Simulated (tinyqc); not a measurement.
Inside a calculation. Method: UKS/B3LYP (VWN-RPA form) in the sto-6g basis, for CH2, spin multiplicity 3. One step of it, computed by the program tinyqc.

Problem. Iteration 8 (converged): orbitals. Diagonalise F' = X^T F X, C = X C', fill 5 alpha and 3 beta electrons from the bottom; D(s) = C_occ C_occ^T. Each column has its largest component positive (the first on a tie).

converged F(alpha) (hartree):
```
             1C 1s      1C 2s     1C 2px     1C 2py     1C 2pz      2H 1s      3H 1s
1C 1s   -10.097324  -2.635785   0.000000   0.000000  -0.001847  -0.569377  -0.569377
1C 2s    -2.635785  -1.202231   0.000000   0.000000  -0.030363  -0.490924  -0.490924
1C 2px    0.000000   0.000000  -0.161702   0.000000   0.000000   0.000000   0.000000
1C 2py    0.000000   0.000000   0.000000  -0.172488   0.000000  -0.226918   0.226918
1C 2pz   -0.001847  -0.030363   0.000000   0.000000  -0.183988  -0.180248  -0.180248
2H 1s    -0.569377  -0.490924   0.000000  -0.226918  -0.180248  -0.310427  -0.159102
3H 1s    -0.569377  -0.490924   0.000000   0.226918  -0.180248  -0.159102  -0.310427
```

converged F(beta) (hartree):
```
             1C 1s      1C 2s    1C 2px     1C 2py     1C 2pz      2H 1s      3H 1s
1C 1s   -10.065635  -2.612888  0.000000   0.000000  -0.006061  -0.564398  -0.564398
1C 2s    -2.612888  -1.048262  0.000000   0.000000  -0.122047  -0.465661  -0.465661
1C 2px    0.000000   0.000000  0.094392   0.000000   0.000000   0.000000   0.000000
1C 2py    0.000000   0.000000  0.000000  -0.107760   0.000000  -0.219612   0.219612
1C 2pz   -0.006061  -0.122047  0.000000   0.000000   0.017686  -0.169918  -0.169918
2H 1s    -0.564398  -0.465661  0.000000  -0.219612  -0.169918  -0.298350  -0.149747
3H 1s    -0.564398  -0.465661  0.000000   0.219612  -0.169918  -0.149747  -0.298350
```

X:
```
            1C 1s      1C 2s    1C 2px     1C 2py     1C 2pz      2H 1s      3H 1s
1C 1s    1.025397  -0.145986  0.000000   0.000000  -0.011331   0.022427   0.022427
1C 2s   -0.145986   1.234303  0.000000   0.000000   0.122254  -0.296617  -0.296617
1C 2px   0.000000   0.000000  1.000000   0.000000   0.000000   0.000000   0.000000
1C 2py   0.000000   0.000000  0.000000   1.130670   0.000000  -0.239496   0.239496
1C 2pz  -0.011331   0.122254  0.000000   0.000000   1.070804  -0.172367  -0.172367
2H 1s    0.022427  -0.296617  0.000000  -0.239496  -0.172367   1.204789  -0.023849
3H 1s    0.022427  -0.296617  0.000000   0.239496  -0.172367  -0.023849   1.204789
```

Give: F' = X^T F X; orbital energies; coefficients C; F' = X^T F X; orbital energies; coefficients C; D(alpha) after iteration 8; D(beta) after iteration 8.

Solution.

F' = X^T F X (alpha) (hartree):
```
         1        2        3        4        5        6        7
1  -9.8995  -1.3786   0.0000   0.0000  -0.0226  -0.0824  -0.0824
2  -1.3786  -0.5449   0.0000   0.0000   0.1075  -0.2787  -0.2787
3   0.0000   0.0000  -0.1617   0.0000   0.0000   0.0000   0.0000
4   0.0000   0.0000   0.0000   0.0079   0.0000  -0.2500   0.2500
5  -0.0226   0.1075   0.0000   0.0000  -0.0887  -0.1779  -0.1779
6  -0.0824  -0.2787   0.0000  -0.2500  -0.1779  -0.0152  -0.0340
7  -0.0824  -0.2787   0.0000   0.2500  -0.1779  -0.0340  -0.0152
```

orbital energies (alpha) (hartree): MO1 -10.1014, MO2 -0.6044, MO3 -0.3402, MO4 -0.2434, MO5 -0.1617, MO6 0.3668, MO7 0.3670

coefficients C (alpha):
```
            MO1      MO2      MO3      MO4     MO5      MO6      MO7
1C 1s    0.9942  -0.2262   0.0000   0.1070  0.0000  -0.1509   0.0000
1C 2s    0.0255   0.7618   0.0000  -0.5241  0.0000   0.9381   0.0000
1C 2px   0.0000   0.0000   0.0000   0.0000  1.0000   0.0000   0.0000
1C 2py   0.0000   0.0000   0.5680   0.0000  0.0000   0.0000   1.0346
1C 2pz   0.0034   0.0795   0.0000   0.7777  0.0000   0.7810   0.0000
2H 1s   -0.0063   0.2335   0.4389   0.2648  0.0000  -0.8311  -0.7871
3H 1s   -0.0063   0.2335  -0.4389   0.2648  0.0000  -0.8311   0.7871
```

F' = X^T F X (beta) (hartree):
```
         1        2       3        4        5        6        7
1  -9.8698  -1.3792  0.0000   0.0000  -0.0154  -0.0818  -0.0818
2  -1.3792  -0.3763  0.0000   0.0000   0.0175  -0.2797  -0.2797
3   0.0000   0.0000  0.0944   0.0000   0.0000   0.0000   0.0000
4   0.0000   0.0000  0.0000   0.0831   0.0000  -0.2574   0.2574
5  -0.0154   0.0175  0.0000   0.0000   0.1124  -0.1741  -0.1741
6  -0.0818  -0.2797  0.0000  -0.2574  -0.1741  -0.0105  -0.0323
7  -0.0818  -0.2797  0.0000   0.2574  -0.1741  -0.0323  -0.0105
```

orbital energies (beta) (hartree): MO1 -10.0691, MO2 -0.5261, MO3 -0.3128, MO4 0.0024, MO5 0.0944, MO6 0.4163, MO7 0.4177

coefficients C (beta):
```
            MO1      MO2      MO3      MO4     MO5      MO6      MO7
1C 1s    0.9948  -0.1984   0.0000  -0.1525  0.0000  -0.1472   0.0000
1C 2s    0.0232   0.6294   0.0000   0.7113  0.0000   0.9127   0.0000
1C 2px   0.0000   0.0000   0.0000   0.0000  1.0000   0.0000   0.0000
1C 2py   0.0000   0.0000   0.5159   0.0000  0.0000   0.0000   1.0616
1C 2pz   0.0037   0.1760   0.0000  -0.6938  0.0000   0.8418   0.0000
2H 1s   -0.0058   0.3052   0.4775  -0.2829  0.0000  -0.8014  -0.7643
3H 1s   -0.0058   0.3052  -0.4775  -0.2829  0.0000  -0.8014   0.7643
```

D(alpha) after iteration 8:
```
          1C 1s    1C 2s  1C 2px   1C 2py   1C 2pz    2H 1s    3H 1s
1C 1s    1.0511  -0.2030  0.0000   0.0000   0.0686  -0.0307  -0.0307
1C 2s   -0.2030   0.8556  0.0000   0.0000  -0.3470   0.0390   0.0390
1C 2px   0.0000   0.0000  1.0000   0.0000   0.0000   0.0000   0.0000
1C 2py   0.0000   0.0000  0.0000   0.3227   0.0000   0.2493  -0.2493
1C 2pz   0.0686  -0.3470  0.0000   0.0000   0.6111   0.2245   0.2245
2H 1s   -0.0307   0.0390  0.0000   0.2493   0.2245   0.3173  -0.0679
3H 1s   -0.0307   0.0390  0.0000  -0.2493   0.2245  -0.0679   0.3173
```

D(beta) after iteration 8:
```
          1C 1s    1C 2s  1C 2px   1C 2py   1C 2pz    2H 1s    3H 1s
1C 1s    1.0290  -0.1018  0.0000   0.0000  -0.0312  -0.0664  -0.0664
1C 2s   -0.1018   0.3967  0.0000   0.0000   0.1109   0.1920   0.1920
1C 2px   0.0000   0.0000  0.0000   0.0000   0.0000   0.0000   0.0000
1C 2py   0.0000   0.0000  0.0000   0.2662   0.0000   0.2463  -0.2463
1C 2pz  -0.0312   0.1109  0.0000   0.0000   0.0310   0.0537   0.0537
2H 1s   -0.0664   0.1920  0.0000   0.2463   0.0537   0.3212  -0.1348
3H 1s   -0.0664   0.1920  0.0000  -0.2463   0.0537  -0.1348   0.3212
```
